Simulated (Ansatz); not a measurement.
# NH4+ (singlet): the correlation ladder at scale of all distances = 1.114, 6-31G

How much of the correlation energy of NH4+ (singlet) does each wave-function method recover here?

Computed with Ansatz 0.2.0, Gaussian basis. Level: 6-31G, core rule «outside noble gas», up to 1 orbitals frozen.

The runs, in order: UHF; CCSD(T) on RHF; BCCD(T) on RHF; CISD; CCSDT(Q) on RHF; CISDTQ; CCSDTQ on RHF; CASSCF and MRCISD+Q, 2 electrons in 2 orbitals; CASSCF and NEVPT2, 2 electrons in 2 orbitals; CASSCF and MRCISD+Q, 8 electrons in 8 orbitals; CASSCF and NEVPT4(SD), 8 electrons in 8 orbitals; CASSCF and NEVPT2, 8 electrons in 8 orbitals; Full CI.

18 further runs of the same task are left out: 17 that didn't finish, 1 set aside as unsound or not needed.

## Step 1: What is computed

The geometry derives from a PBE0/def2-TZVP stationary point (not a proven minimum). All distances are scaled together.

5 atoms, charge 1, spin multiplicity 1.

Atoms are counted from 1 here; the program's logs count them from 0.

Bond lengths: N1–H2 1.140 Å, N1–H3 1.140 Å, N1–H4 1.140 Å, N1–H5 1.140 Å. Angles: H2–N1–H3 109.5°, H2–N1–H4 109.5°, H2–N1–H5 109.5°, H3–N1–H4 109.5°, H3–N1–H5 109.5°, H4–N1–H5 109.5°.

## Step 2: UHF

The input, in.yaml:

```yaml
crystal:
  periodic: [false, false, false]
  atoms:
    - {symbol: N, position_ang: [0.000000, 0.000000, 0.000000]}
    - {symbol: H, position_ang: [0.657642, 0.659825, 0.657498]}
    - {symbol: H, position_ang: [-0.660514, -0.655306, 0.659136]}
    - {symbol: H, position_ang: [-0.656127, 0.656812, -0.662013]}
    - {symbol: H, position_ang: [0.658999, -0.661330, -0.654621]}
basis:
  gaussian: {orbitals: 6-31G}
total_charge: 1
magnetization: {spin_polarized: true, initial_magnetization: 0}
hamiltonian: {xc: hf}
output: {orbitals: {seedname: orbitals}}
```

Run with:

```bash
ansatz run in.yaml --threads 1 --pin off --events-out ev --progress --plain --max-ram 2393MiB
```

The runs that follow: CCSD(T) on RHF; BCCD(T) on RHF; CISD; CCSDT(Q) on RHF; CISDTQ; CCSDTQ on RHF; CASSCF and MRCISD+Q, 2 electrons in 2 orbitals; CASSCF and NEVPT2, 2 electrons in 2 orbitals; CASSCF and MRCISD+Q, 8 electrons in 8 orbitals; CASSCF and NEVPT4(SD), 8 electrons in 8 orbitals; CASSCF and NEVPT2, 8 electrons in 8 orbitals; Full CI.

**Question.** What will the summary of the whole plan be? Wanted: FCI below the RHF energy; RMP2 from FCI; RCCSD from FCI; RCCSD(T) from FCI; RCCSDT(Q) from FCI; NEVPT2 pair from FCI; MRCISD+Q pair from FCI; NEVPT2 valence from FCI; T1 diagnostic.

The runs gave:

| quantity | value |
| --- | --- |
| FCI below the RHF energy | -4.0899 eV |
| RMP2 from FCI | +11.74 kcal/mol |
| RCCSD from FCI | +1.55 kcal/mol |
| RCCSD(T) from FCI | +0.34 kcal/mol |
| RCCSDT(Q) from FCI | 0.00 kcal/mol |
| NEVPT2 pair from FCI | +9.54 kcal/mol |
| MRCISD+Q pair from FCI | +0.64 kcal/mol |
| NEVPT2 valence from FCI | +3.74 kcal/mol |
| levels within 1 kcal/mol (43 meV) | RCCSD(T), BCCD(T), RCCSDT, CISDTQ, RCCSDT(Q), RCCSDTQ, MRCISD+Q pair, NEVPT4(SD) valence, MRCISD valence, MRCISD+Q valence |
| T1 diagnostic | 0.009 |
| effectively unpaired electrons | 0.03 |

In words: RCCSD(T) misses by +0.34 kcal/mol, 0.4 % of the correlation energy. One determinant dominates. Of the multireference levels listed MRCISD+Q valence comes nearest in total energy (+0.03 kcal/mol), which doesn't show that its space is the better one. These misses are within one basis, not against nature.
